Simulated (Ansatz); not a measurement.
Relaxation of C$_{3}$H$_{6}$N$_{2}$O (12 atoms, charge 0, multiplicity 1), to a largest force component of 0.02 eV/Å in at most 40 steps.

These are results of UKS B3LYP/STO-3G (Ansatz), not measurements.

```xyz
12
Properties=species:S:1:pos:R:3:forces:R:3
C 0.270 -0.067 -2.232 1.30 -0.10 -0.98
C -0.853 0.008 -1.352 3.36 -0.25 -2.88
N -1.743 0.079 -0.637 -5.52 0.42 4.57
H 0.963 -0.812 -1.845 0.53 -0.42 0.06
H -0.054 -0.337 -3.237 -0.02 -0.15 -0.61
H 0.773 0.899 -2.248 0.40 0.51 -0.18
N -0.570 0.077 2.029 -2.70 0.17 0.36
C 0.751 0.006 1.827 2.08 -0.10 2.74
O 1.290 -0.029 0.748 2.23 -0.16 -4.64
H -1.188 0.101 1.222 -1.02 0.03 -1.05
H -0.967 0.094 2.951 -0.76 0.04 1.58
H 1.327 -0.019 2.773 0.13 0.00 1.01
```

Q: Where does it end, and by what steps?

A: It converged. Limits of this set-up: minimal basis. After 20 steps the energy has fallen by 0.818 eV; H4 moved furthest, 1.13 Å.

```tsv
step	energy less start (eV)	largest force component (eV/Å)	accepted
0	0.0000	5.519	yes
1	-0.6070	1.510	yes
2	-0.6361	0.407	yes
3	-0.6357	0.372	no
4	-0.6429	0.122	yes
5	-0.6492	0.152	yes
6	-0.6524	0.379	yes
7	-0.6592	0.343	yes
8	-0.6727	0.273	yes
9	-0.6835	0.138	yes
10	-0.7076	0.182	yes
11	-0.7437	0.416	yes
12	-0.7880	0.391	yes
13	-0.7922	0.495	yes
14	-0.6448	3.438	no
15	-0.8123	0.237	yes
16	-0.8152	0.282	yes
17	-0.8151	0.201	no
18	-0.8176	0.032	yes
19	-0.8177	0.026	yes
20	-0.8178	0.013	yes
```

```xyz
12
Properties=species:S:1:pos:R:3
C 0.216 -0.009 -1.876
C -1.166 0.253 -1.386
N -2.208 0.447 -0.828
H 0.864 -0.134 -0.946
H 0.239 -0.928 -2.485
H 0.576 0.838 -2.483
N -0.470 -0.048 1.709
C 0.928 -0.179 1.607
O 1.603 -0.256 0.540
H -1.079 0.129 0.876
H -0.892 0.128 2.642
H 1.390 -0.240 2.630
```

Time of the run: 41 s on 1 thread of Intel(R) Xeon(R) 6975P-C (Granite Rapids), on a shared host, peak memory 0.17 GiB.
